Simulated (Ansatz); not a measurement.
C2H3FO can be A, `CC(=O)F`, or B, `FC1CO1`.

Calculated with Ansatz (gas phase, PBE0-D4/def2-TZVP geometries, no zero-point term in ΔE). CBS: MP2 limit from def2 TZ/QZ plus the TZ coupled-cluster correction, frozen cores. DFT in def2-TZVPP. B3LYP here is the variant with VWN-RPA as its local correlation; programs differ in this.

Q: Which isomer does CCSD(T)/CBS put lower? Give the gap. (Estimate.)

A: Ansatz gave: A, by 170.6 kJ/mol.

Q: Give E(B) − E(A) in kJ/mol with ωB97M-V, BLYP-D4, B3LYP, CCSD(T)/def2-TZVPP, CCSD(T)/def2-SVP, HF/def2-TZVPP, LDA (SPW92). (Estimate.)

A: Computed: ωB97M-V 170.8, BLYP-D4 181.8, B3LYP 178.0, CCSD(T)/def2-TZVPP 171.6, CCSD(T)/def2-SVP 183.6, HF/def2-TZVPP 186.8, LDA (SPW92) 158.4. None reverses the order clearly.

Q: Does the order hold for the free energy at 298.15 K (harmonic terms from PBE0-D4)? (Estimate.)

A: The calculation gave: Yes: G(B) − G(A) = +176.3 kJ/mol.

Largest T1 diagnostic: 0.014.

From BLYP to BHLYP (50 % exact exchange), in def2-TZVPP and without D4, E(B) − E(A) moves by −4.4 kJ/mol. At CCSD(T), def2-SVP lies +13.0 kJ/mol from the extrapolated value and def2-TZVPP +1.0 kJ/mol.
